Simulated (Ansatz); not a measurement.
Ansatz (a program for electronic structure) input (CCSD(T)/aug-cc-pVDZ):

Ansatz 0.2 input:
```yaml
crystal:
  periodic: [false, false, false]
  atoms:
    - {symbol: F, position_ang: [-1.07548335, -0.31432039, -0.00990984]}
    - {symbol: C, position_ang: [-0.01550143, 0.40315107, 0.03875512]}
    - {symbol: F, position_ang: [1.09632475, -0.22770926, -0.04219575]}
    - {symbol: H, position_ang: [-0.03196128, 1.15138784, 0.93877589]}
    - {symbol: H, position_ang: [-0.06260276, 1.30797255, -0.70235629]}
basis:
  gaussian:
    orbitals: aug-cc-pVDZ
total_charge: 1
magnetization: {spin_polarized: true, initial_magnetization: 1}
correlation: {method: ccsd_t, electrons: outside_noble_gas}
output: {forces: true}
```

Output:

```
Functional definition: HF
integrals: 0.13 GiB planned
824 factors; integrals over basis functions are off by at most 4.3e-4 eV
mean field: 0.20 GiB planned
mean field evaluation 1: about -6457.5796 eV, gradient 3.6e1 eV
mean field evaluation 2: about -6457.5814 eV, gradient 3.6e1 eV
mean field evaluation 4: about -6461.9218 eV, gradient 2.4e0 eV
mean field evaluation 8: about -6461.9796 eV, gradient 1.3e-1 eV
mean field evaluation 16: about -6461.9696 eV, gradient 7.4e-1 eV
mean field evaluation 32: about -6458.1913 eV, gradient 1.1e-3 eV
mean field evaluation 64: about -6458.1642 eV, gradient 6.1e-1 eV
mean field -6461.97999348 eV, -237.4733846730 hartree, gradient 1.8e-6 eV, S^2 0.764661; 0 other end points of the search recorded, 0 dependent functions left out
3 core orbitals not correlated
reference -6461.97999348 eV, -237.4733846730 hartree; 10, 9 occupied and 74, 75 virtual orbitals, 824 factors
densities: 0.86 GiB planned
second order -14.71100267 eV of doubles, -0.00000000 eV of singles
coupled cluster: 0.60 GiB planned
cycle   1  -14.53063993 eV  change    1.8e-1 eV  update   1.1e-1
cycle   2  -14.94732238 eV  change   -4.2e-1 eV  update   3.4e-2
cycle   3  -15.07046669 eV  change   -1.2e-1 eV  update   2.3e-2
cycle   4  -15.06203976 eV  change    8.4e-3 eV  update   8.4e-3
cycle   5  -15.05849229 eV  change    3.5e-3 eV  update   3.7e-3
cycle   6  -15.06083768 eV  change   -2.3e-3 eV  update   1.1e-3
cycle   7  -15.06067767 eV  change    1.6e-4 eV  update   3.3e-4
cycle   8  -15.06064000 eV  change    3.8e-5 eV  update   1.2e-4
cycle   9  -15.06068248 eV  change   -4.2e-5 eV  update   3.7e-5
cycle  10  -15.06066699 eV  change    1.5e-5 eV  update   1.0e-5
cycle  11  -15.06067320 eV  change   -6.2e-6 eV  update   3.7e-6
cycle  12  -15.06067603 eV  change   -2.8e-6 eV  update   1.1e-6
perturbative correction -0.45912321 eV, -0.0168724667 hartree
the calculation of the forces begins
Total energy: -6477.49979272 eV, -238.0437267755 hartree
Atom 0 at    -1.075483    -0.314320    -0.009910 Å, force    -0.603355    -0.373458    -0.024367 eV/Å
Atom 1 at    -0.015501     0.403151     0.038755 Å, force     0.002265    -0.058900    -0.005662 eV/Å
Atom 2 at     1.096325    -0.227709    -0.042196 Å, force     0.630183    -0.324264    -0.042705 eV/Å
Atom 3 at    -0.031961     1.151388     0.938776 Å, force    -0.012570     0.368210     0.142231 eV/Å
Atom 4 at    -0.062603     1.307973    -0.702356 Å, force    -0.016523     0.388412    -0.069497 eV/Å
Dipole moment:    -0.029686     0.772045     0.074217 e Å
```
